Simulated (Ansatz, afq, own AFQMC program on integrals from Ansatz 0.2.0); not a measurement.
## Where AFQMC and coupled cluster stand for BGeH₂, doublet

| atom | x (Å) | y (Å) | z (Å) |
| --- | --- | --- | --- |
| Ge | 0.0000 | 0.0000 | -1.2464 |
| B | 0.0000 | 0.0000 | 5.2706 |
| H | 0.0000 | 1.3134 | -2.0121 |
| H | 0.0000 | -1.3134 | -2.0121 |

Connectivity, by distances: GeH2 ··· B.

Basis cc-pVDZ. Only valence electrons are correlated. Integrals, coupled cluster, full CI and functionals: Ansatz 0.2.0; the random walks run on the same integrals in our own AFQMC program. The CISD trial takes its coefficients from CCSD amplitudes. Released means that phaseless walkers are propagated on without the constraint, phases kept. ± is one standard error of the sampling. No spin–orbit coupling.

Determinant: UHF, the one that the program's search chose, which needn't be the lowest solution. The geometry is a point of a scan.

No full CI on the walks' own integrals is used here; CCSDT(Q) serves as the reference and is uncertain by about the last step of the cluster series.

Cautions: no relativity below Rb; no spin-orbit coupling; inner d shell frozen; an unrestricted solution with more broken spin lies lower (242 meV, ⟨S²⟩ 1.37); the ph-AFQMC/CISD walk drifts between its halves (2.2 errors).

```
T1 diagnostic                               : 0.0121
weight of the determinant in the CISD state : 0.858
⟨S²⟩ of the determinant                     : 0.757
size of the correlated space                : 9 electrons in 36 orbitals
```

```csv
level,correlation energy (eV)
MP2,-3.2483
CCSD,-4.5675
CCSD(T),-4.6446
```

Question: Estimate where phaseless AFQMC with the Hartree–Fock trial lies against CCSD(T) on the same integrals.

Answer: 4.53 ± 0.96 kcal/mol above CCSD(T).

Reference: CCSDT(Q), correlation energy -4.672 eV. The released energy is read at 2.40 1/Eh (meV from the phaseless value at times in 1/Eh: -5 ± 15 at 0.24, 5 ± 17 at 0.51, -9 ± 11 at 0.99, -30 ± 12 at 1.62, -29 ± 14 at 2.40).

```
         level  E − E(reference) (kcal/mol)  share of correlation (%)
       CCSD(T)                         0.63                     99.41
         CCSDT                         0.05                     99.95
   ph-AFQMC/HF                  5.16 ± 0.96                     95.21
 ph-AFQMC/CISD                  0.62 ± 0.35                     99.42
released AFQMC                 -0.03 ± 0.32                    100.03
```

A walk keeps the symmetry of its determinant, which the program's search chose and which needn't be the lowest solution, so a lower state of the same spin and another symmetry isn't excluded. Released energies are given only where the last usable release times agree within the noise; a slower fall can still hide under it.
